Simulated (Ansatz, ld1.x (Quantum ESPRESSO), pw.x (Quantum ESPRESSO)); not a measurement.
**Equation-of-state test of one PAW potential (nickel)**

- Element: nickel (Ni)
- Generator: ld1.x (Quantum ESPRESSO) 7.5
- Type: PAW
- Functional: PBEsol
- Relativity: scalar-relativistic
- Frozen core: [Ne]
- Valence charge: 18
- Reference configuration: 3s2 3p6 3d8 4s2 4p0
- Partial waves: 3s (bound): rcut 1.00, rcutus 1.10 bohr; 4s (bound): rcut 1.00, rcutus 1.10 bohr; 3p (bound): rcut 1.10, rcutus 1.45 bohr; 4p (bound, empty): rcut 1.10, rcutus 1.45 bohr; 3d (bound): rcut 1.35, rcutus 1.50 bohr; 3d channel at 1.95 Ry: rcut 1.35, rcutus 1.50 bohr
- Local potential: all-electron potential smoothed inside 1.45 bohr (lloc = -1)
- Core correction: none
- Augmentation charge: PSQ, inside the norm-conserving radii

Atomic tests: cutoffs needed: 60 Ry and 100 Ry (the cutoffs (Ry, on a coarse ladder) from which the occupation-weighted sum of valence levels, in a spherical-Bessel basis at the reference potential, stays within 10 and 1 mRy of its value at 400 Ry); ghost test: no extra level below or beside the all-electron valence levels (s, p, d, f tested) (spherical-Bessel basis up to 400 Ry, 20 bohr box); configuration tests: test run stopped at test 4 of 7 (negative rho), 1 before it not solved.

Crystal test: fcc Ni in pw.x 7.5, no spin, 16³ k-points, Fermi–Dirac smearing 0.01 Ry, cutoffs 120/900 Ry. The reference is all-electron LAPW (Ansatz 0.2.0) with the same functional, mesh and smearing; V0 and B0 come from Birch–Murnaghan fits to the pressures at five volumes. Errors are pseudo minus all-electron; Δ is the rms difference of the E(V) curves that follow from these fits, minima aligned, over ±6 % about the mean V0. Mesh and smearing are coarse, so the numbers serve the comparison and aren't converged zero-temperature values; the lattice is a test structure that the element need not adopt. Spin polarisation and strong correlation are left out, which matters for this element.

```tsv
V (Å³/atom)	P all-electron (GPa)	P pseudo (GPa)
9.887	12.41	11.29
10.147	5.34	4.31
10.407	-0.77	-1.71
10.667	-6.04	-6.89
10.927	-10.59	-11.37
```

All-electron: a0 = 3.462 Å (V0 = 10.37 Å³/atom), B0 = 230.4 GPa.

Pseudopotential: mean pressure error (GPa): -0.94; a0 (Å): 3.457; a0 error (%): -0.14; B0 error (%): +0.5; Δ (meV/atom): 2.2. Atomic configuration tests: test run stopped at test 4 of 7 (negative rho), 1 before it not solved.

**Question.** At the middle volume, how do free energy and pressure move when the wave cutoff is lowered (ecutrho held at 900 Ry)?

**Answer.**

```tsv
cutoff (Ry)	shift of F (meV/atom)	shift of P (GPa)
54	+491.7	-21.35
72	+59.0	-2.55
96	+18.2	-0.98
```

The run at the middle volume (145 k-points, 13 iterations) took about 1.8 min on one core of a shared host (Intel(R) Xeon(R) Platinum 8259CL CPU @ 2.50GHz, 96 threads, 755 GiB, load 37).
